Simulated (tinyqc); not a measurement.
Inside a calculation (part 1 of 2). Method: UHF in the sto-6g basis, for BH2, spin multiplicity 2. Computed by tinyqc, a small Python program that keeps every step (integrals from PySCF). Settings: charge = 0, multiplicity = 2, basis = sto-6g, energy threshold = 1e-09, iteration cap = 50, orthogonalisation = symmetric, start = Wolfsberg-Helmholz matrix, DIIS depth = 4, method = UHF. Command: `OMP_NUM_THREADS=1 python tinyqc.py 28731 28732 out.jsonl` (the two numbers bound the seeds that draw the settings). One thread of a shared host (Intel(R) Xeon(R) Processor @ 2.60GHz), about 0.2 s of CPU time with the checks. Later iterations appear only in the table of the cycle.

## One-electron integrals

Geometry (angstrom):
```
atom        x         y        z
B     0.00000   0.00000  0.00000
H     0.00000   1.12500  0.51200
H     0.00000  -1.12500  0.51200
```

Basis sto-6g: exponents (1/bohr^2) and contraction coefficients of normalised primitives:
```
element  l (shell)   exponent  coefficient
B            s (1)  506.01115      0.00916
B            s (1)   92.77681      0.04936
B            s (1)   25.95566      0.16854
B            s (1)    8.91645      0.37056
B            s (1)    3.46251      0.41649
B            s (1)    1.42605      0.13033
B            s (2)   23.19458     -0.01325
B            s (2)    4.59081     -0.04699
B            s (2)    1.42682     -0.03379
B            s (2)    0.54895      0.25024
B            s (2)    0.23841      0.59512
B            s (2)    0.10928      0.24071
B            p (3)   23.19458      0.00376
B            p (3)    4.59081      0.03768
B            p (3)    1.42682      0.17390
B            p (3)    0.54895      0.41804
B            p (3)    0.23841      0.42586
B            p (3)    0.10928      0.10171
H            s (1)   35.52322      0.00916
H            s (1)    6.51314      0.04936
H            s (1)    1.82214      0.16854
H            s (1)    0.62596      0.37056
H            s (1)    0.24308      0.41649
H            s (1)    0.10011      0.13033
```

Overlap, kinetic and nuclear-attraction integrals over the contracted functions; the nuclear repulsion is the sum of Za Zb / Rab.

nuclear repulsion = 4.5164566 hartree

overlap S, lower triangle:
```
          1B 1s    1B 2s   1B 2px    1B 2py   1B 2pz    2H 1s    3H 1s
1B 1s   1.00000
1B 2s   0.26489  1.00000
1B 2px  0.00000  0.00000  1.00000
1B 2py  0.00000  0.00000  0.00000   1.00000
1B 2pz  0.00000  0.00000  0.00000   0.00000  1.00000
2H 1s   0.06229  0.45274  0.00000   0.43003  0.19571  1.00000
3H 1s   0.06229  0.45274  0.00000  -0.43003  0.19571  0.07972  1.00000
```

kinetic energy T (hartree), lower triangle:
```
           1B 1s    1B 2s   1B 2px    1B 2py   1B 2pz     2H 1s    3H 1s
1B 1s   10.94724
1B 2s   -0.33388  0.37450
1B 2px   0.00000  0.00000  1.12503
1B 2py   0.00000  0.00000  0.00000   1.12503
1B 2pz   0.00000  0.00000  0.00000   0.00000  1.12503
2H 1s   -0.01131  0.07708  0.00000   0.19028  0.08660   0.76852
3H 1s   -0.01131  0.07708  0.00000  -0.19028  0.08660  -0.01186  0.76852
```

nuclear attraction V (hartree), lower triangle:
```
            1B 1s     1B 2s    1B 2px    1B 2py    1B 2pz     2H 1s     3H 1s
1B 1s   -24.24797
1B 2s    -2.97100  -4.58092
1B 2px    0.00000   0.00000  -4.50527
1B 2py    0.00000   0.00000   0.00000  -4.69289
1B 2pz   -0.01500  -0.12701   0.00000   0.00000  -4.54413
2H 1s    -0.77280  -1.82032   0.00000  -1.64048  -0.76888  -3.58990
3H 1s    -0.77280  -1.82032   0.00000   1.64048  -0.76888  -0.31546  -3.58990
```

core Hamiltonian H = T + V (hartree), lower triangle:
```
            1B 1s     1B 2s    1B 2px    1B 2py    1B 2pz     2H 1s     3H 1s
1B 1s   -13.30073
1B 2s    -3.30488  -4.20642
1B 2px    0.00000   0.00000  -3.38024
1B 2py    0.00000   0.00000   0.00000  -3.56786
1B 2pz   -0.01500  -0.12701   0.00000   0.00000  -3.41910
2H 1s    -0.78411  -1.74324   0.00000  -1.45020  -0.68228  -2.82138
3H 1s    -0.78411  -1.74324   0.00000   1.45020  -0.68228  -0.32732  -2.82138
```

## Two-electron integrals

Functions are numbered as in S; the eight-fold symmetry (ij|kl) = (ji|kl) = (kl|ij) leaves the list below.

Two-electron integrals (ij|kl) in chemists' order, unique and non-zero (hartree):
```
(11|11) 2.92499    (21|11) 0.48076    (21|21) 0.09948    (22|11) 0.74345
(22|21) 0.18897    (22|22) 0.54492    (31|31) 0.02110    (32|31) 0.03085
(32|32) 0.12044    (33|11) 0.74345    (33|21) 0.18897    (33|22) 0.54492
(33|33) 0.58711    (41|41) 0.02110    (42|41) 0.03085    (42|42) 0.12044
(43|43) 0.03164    (44|11) 0.74345    (44|21) 0.18897    (44|22) 0.54492
(44|33) 0.52383    (44|44) 0.58711    (51|51) 0.02110    (52|51) 0.03085
(52|52) 0.12044    (53|53) 0.03164    (54|54) 0.03164    (55|11) 0.74345
(55|21) 0.18897    (55|22) 0.54492    (55|33) 0.52383    (55|44) 0.52383
(55|55) 0.58711    (61|11) 0.11743    (61|21) 0.02352    (61|22) 0.04425
(61|33) 0.04400    (61|41) 0.00168    (61|42) 0.00319    (61|44) 0.04460
(61|51) 0.00076    (61|52) 0.00145    (61|54) 0.00027    (61|55) 0.04413
(61|61) 0.00577    (62|11) 0.26674    (62|21) 0.06886    (62|22) 0.21677
(62|33) 0.21076    (62|41) 0.00733    (62|42) 0.04227    (62|44) 0.22569
(62|51) 0.00334    (62|52) 0.01924    (62|54) 0.00679    (62|55) 0.21386
(62|61) 0.01725    (62|62) 0.11704    (63|31) 0.00742    (63|32) 0.03319
(63|43) 0.00802    (63|53) 0.00365    (63|63) 0.01326    (64|11) 0.22431
(64|21) 0.05876    (64|22) 0.19483    (64|33) 0.18455    (64|41) 0.01279
(64|42) 0.06786    (64|44) 0.21286    (64|51) 0.00245    (64|52) 0.01578
(64|54) 0.00923    (64|55) 0.18709    (64|61) 0.01552    (64|62) 0.12325
(64|64) 0.14035    (65|11) 0.10208    (65|21) 0.02674    (65|22) 0.08867
(65|33) 0.08399    (65|41) 0.00245    (65|42) 0.01578    (65|44) 0.08957
(65|51) 0.00853    (65|52) 0.04037    (65|54) 0.01056    (65|55) 0.09245
(65|61) 0.00706    (65|62) 0.05609    (65|64) 0.05784    (65|65) 0.03958
(66|11) 0.42247    (66|21) 0.11140    (66|22) 0.39457    (66|33) 0.37111
(66|41) 0.01482    (66|42) 0.11136    (66|44) 0.42942    (66|51) 0.00674
(66|52) 0.05068    (66|54) 0.02654    (66|55) 0.38318    (66|61) 0.02865
(66|62) 0.26906    (66|64) 0.30863    (66|65) 0.14046    (66|66) 0.77500
(71|11) 0.11743    (71|21) 0.02352    (71|22) 0.04425    (71|33) 0.04400
(71|41) -0.00168   (71|42) -0.00319   (71|44) 0.04460    (71|51) 0.00076
(71|52) 0.00145    (71|54) -0.00027   (71|55) 0.04413    (71|61) 0.00548
(71|62) 0.01551    (71|64) 0.01256    (71|65) 0.00636    (71|66) 0.02483
(71|71) 0.00577    (72|11) 0.26674    (72|21) 0.06886    (72|22) 0.21677
(72|33) 0.21076    (72|41) -0.00733   (72|42) -0.04227   (72|44) 0.22569
(72|51) 0.00334    (72|52) 0.01924    (72|54) -0.00679   (72|55) 0.21386
(72|61) 0.01551    (72|62) 0.07612    (72|64) 0.05959    (72|65) 0.03559
(72|66) 0.13305    (72|71) 0.01725    (72|72) 0.11704    (73|31) 0.00742
(73|32) 0.03319    (73|43) -0.00802   (73|53) 0.00365    (73|63) 0.00775
(73|73) 0.01326    (74|11) -0.22431   (74|21) -0.05876   (74|22) -0.19483
(74|33) -0.18455   (74|41) 0.01279    (74|42) 0.06786    (74|44) -0.21286
(74|51) -0.00245   (74|52) -0.01578   (74|54) 0.00923    (74|55) -0.18709
(74|61) -0.01256   (74|62) -0.05959   (74|64) -0.04047   (74|65) -0.02736
(74|66) -0.09902   (74|71) -0.01552   (74|72) -0.12325   (74|74) 0.14035
(75|11) 0.10208    (75|21) 0.02674    (75|22) 0.08867    (75|33) 0.08399
(75|41) -0.00245   (75|42) -0.01578   (75|44) 0.08957    (75|51) 0.00853
(75|52) 0.04037    (75|54) -0.01056   (75|55) 0.09245    (75|61) 0.00636
(75|62) 0.03559    (75|64) 0.02736    (75|65) 0.02402    (75|66) 0.06502
(75|71) 0.00706    (75|72) 0.05609    (75|74) -0.05784   (75|75) 0.03958
(76|11) 0.04662    (76|21) 0.01198    (76|22) 0.03768    (76|33) 0.03674
(76|44) 0.03818    (76|51) 0.00101    (76|52) 0.00571    (76|55) 0.03811
(76|61) 0.00287    (76|62) 0.01692    (76|64) 0.01563    (76|65) 0.00884
(76|66) 0.03471    (76|71) 0.00287    (76|72) 0.01692    (76|74) -0.01563
(76|75) 0.00884    (76|76) 0.00307    (77|11) 0.42247    (77|21) 0.11140
(77|22) 0.39457    (77|33) 0.37111    (77|41) -0.01482   (77|42) -0.11136
(77|44) 0.42942    (77|51) 0.00674    (77|52) 0.05068    (77|54) -0.02654
(77|55) 0.38318    (77|61) 0.02483    (77|62) 0.13305    (77|64) 0.09902
(77|65) 0.06502    (77|66) 0.23486    (77|71) 0.02865    (77|72) 0.26906
(77|74) -0.30863   (77|75) 0.14046    (77|76) 0.03471    (77|77) 0.77500
```

## Orthogonalisation

S = U s U^T; symmetric (Loewdin) form X = U s^(-1/2) U^T, so that X^T S X = 1.

eigenvalues of S: 0.31961  0.35069  0.87509  1.00000  1.07841  1.56959  1.80662

X, lower triangle:
```
           1B 1s     1B 2s   1B 2px    1B 2py    1B 2pz     2H 1s    3H 1s
1B 1s    1.03031
1B 2s   -0.16062   1.26110
1B 2px   0.00000   0.00000  1.00000
1B 2py   0.00000   0.00000  0.00000   1.21430
1B 2pz  -0.00925   0.09849  0.00000   0.00000   1.04158
2H 1s    0.02392  -0.31684  0.00000  -0.31415  -0.13426   1.24217
3H 1s    0.02392  -0.31684  0.00000   0.31415  -0.13426  -0.03038  1.24217
```

## Starting guess

The start is the generalised Wolfsberg-Helmholz matrix (K = 1.75) built on H; D(s) = C_occ C_occ^T for each spin.

D(alpha) at the start, lower triangle:
```
           1B 1s     1B 2s   1B 2px    1B 2py   1B 2pz    2H 1s    3H 1s
1B 1s    1.03204
1B 2s   -0.10572   0.45568
1B 2px   0.00000   0.00000  0.00000
1B 2py   0.00000   0.00000  0.00000   0.46298
1B 2pz   0.06612  -0.21610  0.00000   0.00000  0.92624
2H 1s   -0.09787   0.20225  0.00000   0.21014  0.05332  0.21506
3H 1s   -0.09787   0.20225  0.00000  -0.21014  0.05332  0.02430  0.21506
```

D(beta) at the start, lower triangle:
```
           1B 1s    1B 2s   1B 2px    1B 2py   1B 2pz    2H 1s    3H 1s
1B 1s    1.01609
1B 2s   -0.05756  0.31023
1B 2px   0.00000  0.00000  0.00000
1B 2py   0.00000  0.00000  0.00000   0.46298
1B 2pz  -0.05126  0.13837  0.00000   0.00000  0.06236
2H 1s   -0.09347  0.18894  0.00000   0.21014  0.08576  0.21384
3H 1s   -0.09347  0.18894  0.00000  -0.21014  0.08576  0.02308  0.21384
```

## Iteration 1: building the Fock matrix

J_ij = sum D_kl (ij|kl) with D = D(alpha) + D(beta), K_ij = sum D_kl (ik|jl) for each spin; F = H + J - K(s); E = tr D H + tr D J / 2 - 0.5 sum_s tr D(s) K(s) + E_nn.

Coulomb J (hartree), lower triangle:
```
          1B 1s    1B 2s   1B 2px    1B 2py   1B 2pz    2H 1s    3H 1s
1B 1s   8.95475
1B 2s   1.75878  3.94585
1B 2px  0.00000  0.00000  3.85614
1B 2py  0.00000  0.00000  0.00000   4.03848
1B 2pz  0.01520  0.10418  0.00000   0.00000  3.94291
2H 1s   0.42333  1.59921  0.00000   1.45344  0.68145  3.03022
3H 1s   0.42333  1.59921  0.00000  -1.45344  0.68145  0.27814  3.03022
```

exchange K(alpha) (hartree), lower triangle:
```
          1B 1s     1B 2s   1B 2px    1B 2py   1B 2pz    2H 1s    3H 1s
1B 1s   2.96907
1B 2s   0.53806   0.72042
1B 2px  0.00000   0.00000  0.15164
1B 2py  0.00000   0.00000  0.00000   0.66044
1B 2pz  0.00442  -0.02904  0.00000   0.00000  0.70470
2H 1s   0.13289   0.37948  0.00000   0.34141  0.14711  0.55156
3H 1s   0.13289   0.37948  0.00000  -0.34141  0.14711  0.07481  0.55156
```

exchange K(beta) (hartree), lower triangle:
```
           1B 1s    1B 2s   1B 2px    1B 2py   1B 2pz    2H 1s    3H 1s
1B 1s    2.93693
1B 2s    0.51663  0.54543
1B 2px   0.00000  0.00000  0.10821
1B 2py   0.00000  0.00000  0.00000   0.61579
1B 2pz  -0.00386  0.19467  0.00000   0.00000  0.19246
2H 1s    0.12686  0.34972  0.00000   0.33365  0.16218  0.54134
3H 1s    0.12686  0.34972  0.00000  -0.33365  0.16218  0.06880  0.54134
```

F(alpha) (hartree), lower triangle:
```
           1B 1s     1B 2s   1B 2px    1B 2py    1B 2pz     2H 1s     3H 1s
1B 1s   -7.31505
1B 2s   -2.08416  -0.98100
1B 2px   0.00000   0.00000  0.32426
1B 2py   0.00000   0.00000  0.00000  -0.18982
1B 2pz  -0.00422   0.00621  0.00000   0.00000  -0.18089
2H 1s   -0.49368  -0.52351  0.00000  -0.33817  -0.14795  -0.34272
3H 1s   -0.49368  -0.52351  0.00000   0.33817  -0.14795  -0.12399  -0.34272
```

F(beta) (hartree), lower triangle:
```
           1B 1s     1B 2s   1B 2px    1B 2py    1B 2pz     2H 1s     3H 1s
1B 1s   -7.28291
1B 2s   -2.06273  -0.80601
1B 2px   0.00000   0.00000  0.36769
1B 2py   0.00000   0.00000  0.00000  -0.14517
1B 2pz   0.00406  -0.21750  0.00000   0.00000   0.33135
2H 1s   -0.48764  -0.49376  0.00000  -0.33040  -0.16302  -0.33250
3H 1s   -0.48764  -0.49376  0.00000   0.33040  -0.16302  -0.11798  -0.33250
```

total energy of this density = -25.5589557 hartree

## Iteration 1: diagonalisation and new density

Diagonalise F' = X^T F X, C = X C', fill 4 alpha and 3 beta electrons from the bottom; D(s) = C_occ C_occ^T. Each column has its largest component positive (the first on a tie).

F' = X^T F X (alpha) (hartree), lower triangle:
```
          1         2        3         4         5         6        7
1  -7.14168
2  -1.10617  -0.24364
3   0.00000   0.00000  0.32426
4   0.00000   0.00000  0.00000   0.19295
5  -0.02621   0.16254  0.00000   0.00000  -0.11006
6  -0.05936  -0.40043  0.00000  -0.42946  -0.17019   0.07962
7  -0.05936  -0.40043  0.00000   0.42946  -0.17019  -0.06947  0.07962
```

orbital energies (alpha) (hartree): MO1 -7.31872, MO2 -0.58082, MO3 -0.43671, MO4 -0.21778, MO5 0.32426, MO6 0.63209, MO7 0.77876

coefficients C (alpha):
```
             MO1       MO2       MO3       MO4      MO5       MO6       MO7
1B 1s    0.99306  -0.22080   0.00000   0.09708  0.00000  -0.21030   0.00000
1B 2s    0.02802   0.60099   0.00000  -0.40954  0.00000   1.13884   0.00000
1B 2px   0.00000   0.00000   0.00000   0.00000  1.00000   0.00000   0.00000
1B 2py   0.00000   0.00000   0.52324   0.00000  0.00000   0.00000   1.18243
1B 2pz   0.00270   0.04953   0.00000   0.89564  0.00000   0.57104   0.00000
2H 1s   -0.00593   0.35698   0.42955   0.14286  0.00000  -0.83983  -0.85080
3H 1s   -0.00593   0.35698  -0.42955   0.14286  0.00000  -0.83983   0.85080
```

F' = X^T F X (beta) (hartree), lower triangle:
```
          1         2        3         4         5         6        7
1  -7.11074
2  -1.11157  -0.06525
3   0.00000   0.00000  0.36769
4   0.00000   0.00000  0.00000   0.24777
5   0.01337  -0.06104  0.00000   0.00000   0.40872
6  -0.06070  -0.38958  0.00000  -0.43464  -0.18640   0.08295
7  -0.06070  -0.38958  0.00000   0.43464  -0.18640  -0.06936  0.08295
```

orbital energies (beta) (hartree): MO1 -7.28588, MO2 -0.53175, MO3 -0.41648, MO4 0.36769, MO5 0.38843, MO6 0.67552, MO7 0.81656

coefficients C (beta):
```
             MO1       MO2       MO3      MO4       MO5       MO6       MO7
1B 1s    0.99384  -0.19577   0.00000  0.00000   0.16553  -0.18745   0.00000
1B 2s    0.02496   0.50188   0.00000  0.00000  -0.69109   1.04716   0.00000
1B 2px   0.00000   0.00000   0.00000  1.00000   0.00000   0.00000   0.00000
1B 2py   0.00000   0.00000   0.49865  0.00000   0.00000   0.00000   1.19301
1B 2pz   0.00192   0.18117   0.00000  0.00000   0.76428   0.71677   0.00000
2H 1s   -0.00524   0.39364   0.44707  0.00000   0.22457  -0.80485  -0.84173
3H 1s   -0.00524   0.39364  -0.44707  0.00000   0.22457  -0.80485   0.84173
```

D(alpha) after iteration 1, lower triangle:
```
           1B 1s     1B 2s   1B 2px    1B 2py   1B 2pz     2H 1s    3H 1s
1B 1s    1.04435
1B 2s   -0.14463   0.52969
1B 2px   0.00000   0.00000  0.00000
1B 2py   0.00000   0.00000  0.00000   0.27378
1B 2pz   0.07869  -0.33696  0.00000   0.00000  0.80464
2H 1s   -0.07085   0.15587  0.00000   0.22476  0.14562   0.33240
3H 1s   -0.07085   0.15587  0.00000  -0.22476  0.14562  -0.03664  0.33240
```

D(beta) after iteration 1, lower triangle:
```
           1B 1s    1B 2s   1B 2px    1B 2py   1B 2pz     2H 1s    3H 1s
1B 1s    1.02604
1B 2s   -0.07344  0.25251
1B 2px   0.00000  0.00000  0.00000
1B 2py   0.00000  0.00000  0.00000   0.24865
1B 2pz  -0.03356  0.09097  0.00000   0.00000  0.03282
2H 1s   -0.08227  0.19743  0.00000   0.22293  0.07130   0.35486
3H 1s   -0.08227  0.19743  0.00000  -0.22293  0.07130  -0.04489  0.35486
```

## Iteration 2: building the Fock matrix

As before.

Coulomb J (hartree), lower triangle:
```
          1B 1s    1B 2s   1B 2px    1B 2py   1B 2pz    2H 1s    3H 1s
1B 1s   8.80710
1B 2s   1.71924  3.86536
1B 2px  0.00000  0.00000  3.77376
1B 2py  0.00000  0.00000  0.00000   3.96300
1B 2pz  0.01186  0.10184  0.00000   0.00000  3.85931
2H 1s   0.41406  1.58315  0.00000   1.44859  0.67851  3.06591
3H 1s   0.41406  1.58315  0.00000  -1.44859  0.67851  0.27494  3.06591
```

exchange K(alpha) (hartree), lower triangle:
```
          1B 1s     1B 2s   1B 2px    1B 2py   1B 2pz    2H 1s    3H 1s
1B 1s   2.97788
1B 2s   0.52412   0.70483
1B 2px  0.00000   0.00000  0.14720
1B 2py  0.00000   0.00000  0.00000   0.59480
1B 2pz  0.00109  -0.05866  0.00000   0.00000  0.66863
2H 1s   0.13231   0.37683  0.00000   0.34535  0.15762  0.61257
3H 1s   0.13231   0.37683  0.00000  -0.34535  0.15762  0.06802  0.61257
```

exchange K(beta) (hartree), lower triangle:
```
          1B 1s    1B 2s   1B 2px    1B 2py   1B 2pz    2H 1s    3H 1s
1B 1s   2.94685
1B 2s   0.50090  0.51375
1B 2px  0.00000  0.00000  0.09711
1B 2py  0.00000  0.00000  0.00000   0.53962
1B 2pz  0.00171  0.17375  0.00000   0.00000  0.16546
2H 1s   0.12603  0.35259  0.00000   0.33927  0.15643  0.61152
3H 1s   0.12603  0.35259  0.00000  -0.33927  0.15643  0.06130  0.61152
```

F(alpha) (hartree), lower triangle:
```
           1B 1s     1B 2s   1B 2px    1B 2py    1B 2pz     2H 1s     3H 1s
1B 1s   -7.47151
1B 2s   -2.10976  -1.04590
1B 2px   0.00000   0.00000  0.24632
1B 2py   0.00000   0.00000  0.00000  -0.19967
1B 2pz  -0.00423   0.03349  0.00000   0.00000  -0.22841
2H 1s   -0.50236  -0.53692  0.00000  -0.34696  -0.16139  -0.36804
3H 1s   -0.50236  -0.53692  0.00000   0.34696  -0.16139  -0.12041  -0.36804
```

F(beta) (hartree), lower triangle:
```
           1B 1s     1B 2s   1B 2px    1B 2py    1B 2pz     2H 1s     3H 1s
1B 1s   -7.44048
1B 2s   -2.08654  -0.85482
1B 2px   0.00000   0.00000  0.29641
1B 2py   0.00000   0.00000  0.00000  -0.14449
1B 2pz  -0.00486  -0.19892  0.00000   0.00000   0.27475
2H 1s   -0.49608  -0.51268  0.00000  -0.34087  -0.16020  -0.36699
3H 1s   -0.49608  -0.51268  0.00000   0.34087  -0.16020  -0.11369  -0.36699
```

total energy of this density = -25.6535133 hartree

## Iteration 2: DIIS over 2 matrices

error matrix X^T (FDS - SDF) X (alpha):
```
          1         2        3         4         5         6         7
1   0.00000  -0.01144  0.00000   0.00000  -0.01055   0.01120   0.01120
2   0.01144   0.00000  0.00000   0.00000   0.02898  -0.01617  -0.01617
3   0.00000   0.00000  0.00000   0.00000   0.00000   0.00000   0.00000
4   0.00000   0.00000  0.00000   0.00000   0.00000   0.00985  -0.00985
5   0.01055  -0.02898  0.00000   0.00000   0.00000   0.01346   0.01346
6  -0.01120   0.01617  0.00000  -0.00985  -0.01346   0.00000   0.00000
7  -0.01120   0.01617  0.00000   0.00985  -0.01346   0.00000   0.00000
```

B (overlaps of the stored error matrices):
```
               1              2
1  3.0159556e-01  3.7194129e-02
2  3.7194129e-02  7.9175866e-03
```

Minimise |sum c_i e_i|^2 with sum c_i = 1: solve [B -1; -1 0][c; lambda] = [0; -1] with B_ij = tr e_i^T e_j summed over both spins, and take F = sum c_i F_i.

DIIS coefficients: -0.12451  1.12451

extrapolated F(alpha) (hartree), lower triangle:
```
           1B 1s     1B 2s   1B 2px    1B 2py    1B 2pz     2H 1s     3H 1s
1B 1s   -7.49099
1B 2s   -2.11295  -1.05398
1B 2px   0.00000   0.00000  0.23661
1B 2py   0.00000   0.00000  0.00000  -0.20089
1B 2pz  -0.00424   0.03689  0.00000   0.00000  -0.23433
2H 1s   -0.50344  -0.53859  0.00000  -0.34805  -0.16307  -0.37119
3H 1s   -0.50344  -0.53859  0.00000   0.34805  -0.16307  -0.11996  -0.37119
```

extrapolated F(beta) (hartree), lower triangle:
```
           1B 1s     1B 2s   1B 2px    1B 2py    1B 2pz     2H 1s     3H 1s
1B 1s   -7.46010
1B 2s   -2.08950  -0.86089
1B 2px   0.00000   0.00000  0.28753
1B 2py   0.00000   0.00000  0.00000  -0.14440
1B 2pz  -0.00597  -0.19660  0.00000   0.00000   0.26770
2H 1s   -0.49714  -0.51503  0.00000  -0.34218  -0.15985  -0.37129
3H 1s   -0.49714  -0.51503  0.00000   0.34218  -0.15985  -0.11315  -0.37129
```
